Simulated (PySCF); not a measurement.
# The first ionisation energy along group 15

All values are computed (PySCF 2.14, energy differences of UHF-based or UKS calculations, no spin-orbit coupling). Values in eV. The last column holds reference values (NIST; (s) semi-empirical, (t) theoretical, else measured). Unmarked ones compare directly (S terms, centres of terms, or small fine structure); those marked * lie between the lowest fine-structure levels and include a spin-orbit shift.

```json
{"element": "N (cc-pVDZ, non-relativistic)", "configurations": "[He] 2s2 2p3 → [He] 2s2 2p2", "UHF": "13.895", "MP2 (valence)": "14.354", "SCS-MP2 (valence)": "14.144", "CCSD (valence)": "14.195", "CCSD(T) (valence)": "14.191", "LDA": "14.881", "reference": "14.545"}
{"element": "P (cc-pV(D+d)Z, non-relativistic)", "configurations": "[Ne] 3s2 3p3 → [Ne] 3s2 3p2", "UHF": "9.929", "MP2 (valence)": "10.316", "SCS-MP2 (valence)": "10.174", "CCSD (valence)": "10.236", "CCSD(T) (valence)": "10.240", "LDA": "10.549", "reference": "10.526"}
{"element": "As (cc-pVDZ-PP with ECP10MDF, ECP)", "configurations": "[Ar] 3d10 4s2 4p3 → [Ar] 3d10 4s2 4p2", "UHF": "9.431", "MP2 (valence)": "9.768", "SCS-MP2 (valence)": "9.649", "CCSD (valence)": "9.719", "CCSD(T) (valence)": "9.722", "LDA": "n/a", "reference": "10.008"}
{"element": "Sb (cc-pVDZ-PP with ECP28MDF, ECP)", "configurations": "[Kr] 4d10 5s2 5p3 → [Kr] 4d10 5s2 5p2", "UHF": "8.600", "MP2 (valence)": "8.885", "SCS-MP2 (valence)": "8.786", "CCSD (valence)": "8.847", "CCSD(T) (valence)": "8.849", "LDA": "9.111", "reference": "9.124"}
{"element": "Bi (cc-pVDZ-PP with ECP60MDF, ECP)", "configurations": "[Xe] 4f14 5d10 6s2 6p3 → [Xe] 4f14 5d10 6s2 6p2", "UHF": "8.238", "MP2 (valence)": "8.481", "SCS-MP2 (valence)": "8.394", "CCSD (valence)": "8.470", "CCSD(T) (valence)": "8.472", "LDA": "8.768", "reference": "7.286 *"}
```

```csv
method,elements,mean error (eV),mean absolute error (eV),largest error (eV)
UHF,4,-0.587,0.587,-0.650
MP2 (valence),4,-0.220,0.220,-0.240
SCS-MP2 (valence),4,-0.363,0.363,-0.402
CCSD (valence),4,-0.301,0.301,-0.350
CCSD(T) (valence),4,-0.300,0.300,-0.354
LDA,3,0.115,0.124,0.335
```

For Bi a determinant mixes LS terms or the coupling is close to jj, so these rows are model values.

Errors include the incompleteness of the basis and the frozen core.

"Valence" correlates the outer s and p shells and, in groups 3 to 12 and the f block, the outer d or f shell, open or full, or the next shell where the ion has no valence electron left; the wider scheme adds the next inner shell.
